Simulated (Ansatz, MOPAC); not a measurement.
Species: BNH2Cl2 (charge 0, singlet). SMILES: ClB(Cl)N
Structure (B3LYP-D3(BJ)/def2-TZVP (Ansatz, a program for electronic structure) minimum search):
```
B
N 1 1.3854
H 2 1.0060 1 122.41
H 2 1.0060 3 115.18 1 180.00
Cl 1 1.7704 2 120.26 3 180.00
Cl 1 1.7704 2 120.26 3 0.00
```
Charge 0, spin multiplicity 1.

AM1 beside other levels, property by property. Terms: 6-31G* and kin with 6d, 5d where marked; no spin-orbit coupling; dispersion terms only where a functional's name holds one; each state is the SCF solution reached for its charge and spin; UHF or UKS for open shells; valence correlation only; non-relativistic. Basis-set limits of correlation are two-point, X^-3; Hartree-Fock from the larger set (for Q and 5 zeta extrapolated as (X+1)exp(-9√X)). First-principles rows: single points at B3LYP-D3(BJ) geometries (Ansatz), with unscaled harmonic terms from B3LYP/6-31G* (Ansatz) at its own minima, enthalpies of formation by atomisation with measured atoms. Semi-empirical rows: MOPAC heats of formation at their own minima for 298 K, the proton's as measured; differences of heats of formation at the shared geometry for vertical values. Anions need diffuse functions, which STO-3G, LANL2DZ, def2-SVP, cc-pVDZ and Pople sets without + lack.

Coupled cluster (Ansatz) is a level with limits of its own, used here on species with T1 under 0.025 (0.045 for open shells) and stable references: (a) CCSD(T)/CBS(aug-cc-pV(T+d)Z,aug-cc-pV(Q+d)Z); (b) CCSD(T)/CBS(cc-pV(T+d)Z,cc-pV(Q+d)Z); (c) CCSD(T)/CBS(cc-pV(Q+d)Z,cc-pV(5+d)Z).

```csv
property,AM1 (MOPAC),HF/6-31G* (Ansatz),PBE/6-31G* (Ansatz),B3LYP/6-31G* (Ansatz),to compare with
enthalpy of formation at 298 K (kcal/mol),-105.2,51.7,-108.0,-87.7,-97.5 coupled cluster (c)
"H-N bond dissociation enthalpy at 298 K, to [NH]B(Cl)Cl + H atom (kcal/mol)",110.8,88.0,111.9,113.1,119.7 coupled cluster (c)
vertical ionisation energy to the doublet (eV),10.63,9.99,10.30,10.63,11.20 coupled cluster (a)
"deprotonation enthalpy (H-N bond) at 298 K, to [NH-]B(Cl)Cl + H+ (kcal/mol)",356.9,367.1,360.8,362.8,356.4 coupled cluster (a)
"B-N bond dissociation enthalpy at 298 K, to Cl[B]Cl + [NH2] (NH2) (kcal/mol)",112.6,105.9,134.1,131.1,135.9 coupled cluster (b)
```

As the rows show:
- enthalpy of formation at 298 K: AM1 lies 7.7 kcal/mol below coupled cluster.
- H-N bond dissociation enthalpy at 298 K, to [NH]B(Cl)Cl + H atom: AM1 lies 8.9 kcal/mol below coupled cluster.
- vertical ionisation energy to the doublet: AM1 lies 0.57 eV below coupled cluster.
- deprotonation enthalpy (H-N bond) at 298 K, to [NH-]B(Cl)Cl + H+: AM1 lies 0.5 kcal/mol above coupled cluster.
- B-N bond dissociation enthalpy at 298 K, to Cl[B]Cl + [NH2] (NH2): AM1 lies 23.3 kcal/mol below coupled cluster.

The properties are those with a value to compare with, at most eight drawn at random. No case is left out for the size of its miss. Left out are saddle points of the reference geometry, anions that the best level run finds unbound, excited spin states, species near biochemistry, 298 K rows of species without real B3LYP wavenumbers, cases with under five habitual levels, runs that failed or that the program found above a lower state of the same kind, table entries that another table contradicts, and a share of species set aside by lot.
